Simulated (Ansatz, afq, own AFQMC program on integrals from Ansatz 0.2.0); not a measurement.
## CHAl⁺, doublet: AFQMC among the cluster methods

```xyz
3

Al    0.0000    0.0000    0.1108
C     0.0000    0.0000   -1.8127
H     0.0000    0.0000    1.7019
```

Connectivity, by distances: AlH–C.

Basis 6-31G. Only valence electrons are correlated. AFQMC by an in-house program on the Cholesky factors that Ansatz 0.2.0 writes for its CCSD(T) run. ph-AFQMC/CISD is guided by a CISD state made of CCSD amplitudes; releasing the constraint for a short imaginary time cuts its bias at the price of noise, slowly where states lie close. ± is one standard error of the sampling.

Determinant: ROHF, the one that the program's search chose, which needn't be the lowest solution. The geometry is a PBE0/def2-TZVP stationary point of this or a neighbouring charge and spin state.

Full CI is exact in this basis; its frozen core comes from its own orbitals, which moves totals by up to a few meV.

Cautions: a spin-contaminated unrestricted determinant lies lower (UHF 622 meV lower, ⟨S²⟩ 1.55); full CI with its own frozen core; a state of higher spin lies lower (by 1.16 eV).

```
T1 diagnostic                               : 0.0269
weight of the determinant in the CISD state : 0.893
size of the correlated space                : 7 electrons in 18 orbitals
```

| level | correlation energy (eV) |
| --- | --- |
| MP2 | -1.8656 |
| CCSD | -2.7140 |
| CCSD(T) | -2.7887 |

Estimate where phaseless AFQMC with a CISD trial lies against CCSD(T) on the same integrals.

0.62 ± 0.16 kcal/mol below CCSD(T).

Reference: full CI, correlation energy -2.828 eV. The released energy is read at 2.40 1/Eh (meV from the phaseless value at times in 1/Eh: -9 ± 7 at 0.24, -4 ± 8 at 0.51, -14 ± 8 at 0.99, -14 ± 9 at 1.62, -8 ± 13 at 2.40). CCSDTQ lies 0.4 meV above full CI, in part by the other frozen core, which shifts every row alike, so rows that close can't be ranked against it.

```tsv
level	E − E(reference) (kcal/mol)	share of correlation (%)
CCSD(T)	0.90	98.62
CCSDT	0.16	99.75
CCSDT(Q)	0.04	99.94
CCSDTQ	0.01	99.99
ph-AFQMC/CISD	0.28 ± 0.16	99.57
released AFQMC	0.09 ± 0.29	99.86
```

CCSDT and higher add their correlation energy to the determinant of the CCSD(T) run, since their own runs factorise the integrals more tightly (a shift of under 2 meV). A walk keeps the symmetry of its determinant, which the program's search chose and which needn't be the lowest solution, so a lower state of the same spin and another symmetry isn't excluded. Released energies are given only where the last usable release times agree within the noise; a slower fall can still hide under it.
